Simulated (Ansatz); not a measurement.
A calculation on zinc-blende GaN (metastable phase) returned lattice constant a 4.471 Å, bulk modulus 213 GPa, cohesive energy 4.32 eV/atom, band gap 4.11 eV.

For reference: lattice constant a 4.5 Å (measured, 300 K, no zero-point or thermal correction; as tabulated in Vurgaftman et al. (2001), doi:10.1063/1.1368156); band gap 3.48 eV (measured, zero-point renormalisation of 0.176 eV (computed, arXiv:2011.12765) added back here; inputs from Vurgaftman et al. (2001), doi:10.1063/1.1368156).

Question: Which level of theory produced these numbers?
A) r²SCAN0 (Ansatz (a quantum-chemistry and plane-wave program))
B) LDA (Ansatz)
C) B3LYP (VWN-RPA form) (Ansatz)
D) HSE06 (Ansatz)

Answer: A, r²SCAN0 (Ansatz)

The others give: HSE06 4.498 Å, 198 GPa, 4.33 eV/atom, 3.00 eV; LDA 4.455 Å, 202 GPa, 5.40 eV/atom, 1.96 eV; B3LYP (VWN-RPA form) 4.538 Å, 183 GPa, 4.03 eV/atom, 3.20 eV.

Unless a cell is named, each level is at its own relaxed cell (B3LYP (VWN-RPA form) 11.68, HSE06 11.37, LDA 11.05, r²SCAN0 11.17 Å³/atom).

Levels without +SOC have no spin–orbit coupling; where heavier elements are present it shifts gaps, mostly down, and can invert bands. Density-functional gaps are differences of (generalised) Kohn–Sham levels.

Ansatz's density-functional and Hartree–Fock values are scalar-relativistic unless marked +SOC, with PAW data made under PBE.
